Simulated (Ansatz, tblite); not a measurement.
**ZnCl2: rung by rung**

How do method and basis change the picture of ZnCl2 (singlet)?

The runs use Ansatz 0.2.0, Gaussian basis; as each input shows.

Levels to be run: GFN1-xTB, GFN2-xTB, PBE-D4/def2-TZVP, r2SCAN-D4/def2-TZVP, B97M-V/def2-TZVP, r2SCAN0-D4/def2-TZVP, PBE-QIDH/def2-TZVP, HF/def2-TZVP, LC-ωPBE/def2-TZVP, B2PLYP/def2-TZVP, B3LYP-D4/def2-TZVP, PBE-D4/def2-SVP, PBE0-D4/def2-SVP, HF/6-31G, B3LYP-D4/6-31G, CCSD(T)/def2-TZVPP, MP2/def2-TZVP, RPA/def2-TZVP.

**1. The geometry**

The geometry is that of the singlet, from an earlier relaxation (PBE-D4/def2-TZVP).

3 atoms, charge 0, spin multiplicity 1.

Bond lengths: Zn1–Cl2 2.090 Å, Zn1–Cl3 2.090 Å. Angles: Cl2–Zn1–Cl3 179.9°.

PBE0-D4/def2-TZVP was run before; its log isn't repeated, and its numbers join the tables.

**2. GFN1-xTB**

Tight binding, by tblite at 300 K electronic temperature and without a spin-polarisation term:

```python
tblite.interface.Calculator('GFN1-xTB', numbers, positions, charge=0, uhf=0).singlepoint()
```

Energy -255.2353 eV, HOMO -12.84 eV, LUMO -7.61 eV; 0.004 s.

**3. GFN2-xTB**

Tight binding, by tblite at 300 K electronic temperature and without a spin-polarisation term:

```python
tblite.interface.Calculator('GFN2-xTB', numbers, positions, charge=0, uhf=0).singlepoint()
```

Energy -263.9953 eV, HOMO -12.28 eV, LUMO -7.81 eV; 0.003 s.

**4. PBE-D4/def2-TZVP**

start.molden holds the orbitals of an earlier run on this state, given as this run's starting guess.

The input, in.yaml:

```yaml
crystal:
  periodic: [false, false, false]
  atoms:
    - {symbol: Zn, position_ang: [-0.000759, -0.000437, -0.000016]}
    - {symbol: Cl, position_ang: [-0.016635, -0.020840, 2.090029]}
    - {symbol: Cl, position_ang: [0.017394, 0.021278, -2.090012]}
basis:
  gaussian: {orbitals: def2-TZVP, initial_orbitals: start.molden}
hamiltonian: {xc: pbe, dispersion: d4}
scf: {omitted_lower_state_checks: [starts]}
output: {orbitals: {seedname: orbitals}}
```

Started as:

```bash
$ ansatz run in.yaml --threads 4 --pin off --events-out ev --progress --plain --max-ram 3916MiB
```

Further steps of the session: r2SCAN-D4/def2-TZVP; B97M-V/def2-TZVP; r2SCAN0-D4/def2-TZVP; PBE-QIDH/def2-TZVP; HF/def2-TZVP; LC-ωPBE/def2-TZVP; B2PLYP/def2-TZVP; B3LYP-D4/def2-TZVP; PBE-D4/def2-SVP; PBE0-D4/def2-SVP; HF/6-31G; B3LYP-D4/6-31G; CCSD(T)/def2-TZVPP; MP2/def2-TZVP; RPA/def2-TZVP.

Q: Predict the results of all the runs planned. Wanted: gap in def2-TZVP, named functionals and Hartree-Fock, smallest and largest; correlation energy, CCSD(T)/def2-TZVPP; correlation energy, MP2/def2-TZVP; binding an atom, CCSD(T)/def2-TZVPP; PBE0 total energy, smallest basis above largest.

The runs gave:

| quantity | value |
| --- | --- |
| gap in def2-TZVP, named functionals and Hartree-Fock, smallest and largest | 5.13 eV (PBE-D4), 13.71 eV (HF) |
| correlation energy, CCSD(T)/def2-TZVPP | -24.02 eV |
| correlation energy, MP2/def2-TZVP | -21.21 eV |
| binding an atom, CCSD(T)/def2-TZVPP | 2.143 eV |
| PBE0 total energy, smallest basis above largest | 15.77 eV (def2-SVP, def2-TZVP) |

Over the named functionals and Hartree-Fock in def2-TZVP the gap runs from 5.13 eV (PBE-D4) to 13.71 eV (HF); exact exchange widens it. A small miss in a minimal or small basis is a cancelling of errors, not accuracy. The functionals in def2-TZVP miss CCSD(T)/def2-TZVPP by -0.047 (B3LYP-D4) to +0.170 eV (PBE-QIDH) an atom. CCSD(T)/def2-TZVPP isn't at the basis-set limit; small misses against it rank nothing.
